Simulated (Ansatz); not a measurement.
# AlH2− (singlet): wave-function methods side by side at distance Al1–H2 = 1.697 Å, 6-31++G**

The task here is to estimate one member of a computed series from the others.

Program: Ansatz 0.2.0, Gaussian basis. Level of theory: 6-31++G**, core rule «outside noble gas», up to 5 orbitals frozen. These are calculated values, not measurements.

Plan: UHF; CCSD(T) on RHF; CCSD(T) on UHF; BCCD(T) on RHF; CISD; CCSDT(Q) on RHF; CCSDT(Q) on UHF; CCSDTQ on RHF; CASSCF and MRCISD+Q, 2 electrons in 2 orbitals; CASSCF and NEVPT2, 2 electrons in 2 orbitals; CASSCF and MRCISD+Q, 6 electrons in 6 orbitals; CASSCF and NEVPT2, 6 electrons in 6 orbitals; Full CI.

17 further runs of the same task are left out: 13 that didn't finish, 4 set aside as unsound or not needed.

### The geometry

The geometry derives from a PBE0/def2-TZVPD stationary point (not a proven minimum). One bond is set to the value named and the two fragments are kept rigid.

3 atoms, charge -1, spin multiplicity 1.

Atoms are counted from 1 here; the program's logs count them from 0.

Bond lengths: Al1–H2 1.697 Å, Al1–H3 1.697 Å. Angles: H2–Al1–H3 93.2°.

The first run:

Input file in.yaml:

```yaml
crystal:
  periodic: [false, false, false]
  atoms:
    - {symbol: Al, position_ang: [0.000000, -0.081048, 0.000000]}
    - {symbol: H, position_ang: [0.000000, 1.084792, -1.232881]}
    - {symbol: H, position_ang: [0.000000, 1.084792, 1.232880]}
basis:
  gaussian: {orbitals: "6-31++G**"}
total_charge: -1
magnetization: {spin_polarized: true, initial_magnetization: 0}
hamiltonian: {xc: hf}
output: {orbitals: {seedname: orbitals}}
```

Run with:

```bash
ansatz run in.yaml --threads 1 --pin off --events-out ev --progress --plain --max-ram 2393MiB
```

Among the steps run: UHF; CCSD(T) on RHF; CCSD(T) on UHF; BCCD(T) on RHF; CISD; CCSDT(Q) on RHF; CCSDT(Q) on UHF; CCSDTQ on RHF; CASSCF and MRCISD+Q, 2 electrons in 2 orbitals; CASSCF and NEVPT2, 2 electrons in 2 orbitals; CASSCF and MRCISD+Q, 6 electrons in 6 orbitals; CASSCF and NEVPT2, 6 electrons in 6 orbitals; Full CI.

One table of the session follows, with a row left open; its other results are not shown here.

It belongs to the step «Misses and costs». 

```
          method  from FCI (kcal/mol)
             RHF               +59.72
             UHF               +58.50
            RMP2               +15.56
            CISD                +4.10
           RCCSD                    ?
        RCCSD(T)                +0.39
         BCCD(T)                +0.38
          RCCSDT                +0.06
       RCCSDT(Q)                +0.01
         RCCSDTQ                 0.00
     CASSCF pair               +51.38
     MRCISD pair                +3.12
   MRCISD+Q pair                -0.51
  CASSCF valence               +34.53
  NEVPT2 valence               +12.42
  MRCISD valence                +1.92
MRCISD+Q valence                +0.57
             FCI                    0
```

Q: Estimate the row for RCCSD from the others.

**Answer.** from FCI (kcal/mol): +1.53. In the column «from FCI (kcal/mol)» it lies between MRCISD+Q valence (+0.57) and MRCISD valence (+1.92).

Not comparable, so not listed: CCSD(T) on UHF; CASSCF and NEVPT2, 2 electrons in 2 orbitals (they don't share determinant, frozen orbitals or solution with the rows shown, or repeat one).

Limits of these values: MRCISD+Q pair falls below full CI: the +Q correction isn't variational, and the cores differ from full CI's. Warnings in the runs' records: passed over end.
